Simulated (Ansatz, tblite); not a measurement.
Forces on the cluster Si2Cl at its r2SCAN-D4/def2-TZVP geometry. The state is a doublet with charge 0.

The xTB rows come from tblite. The structure comes from a short search, and lower isomers may exist.

GFN1-xTB (tblite), largest force 1.19 eV/Å:

```xyz
3
positions Å, forces eV/Å
Si   -0.005   -0.027   -0.016   -0.175   -0.996   -0.624
Si    0.311    1.765    1.104    0.119    0.678    0.424
Cl   -0.306   -1.738   -1.087    0.056    0.318    0.199
```

GFN2-xTB (tblite), largest force 0.55 eV/Å:

```
Si 0.082 0.463 0.289
Si -0.005 -0.027 -0.016
Cl -0.077 -0.436 -0.273
```

r2SCAN-D4/def2-TZVP (Ansatz), largest force 0.00 eV/Å:

```
Si 0.000 -0.003 -0.002
Si 0.000 0.003 0.002
Cl 0.000 0.000 0.000
```
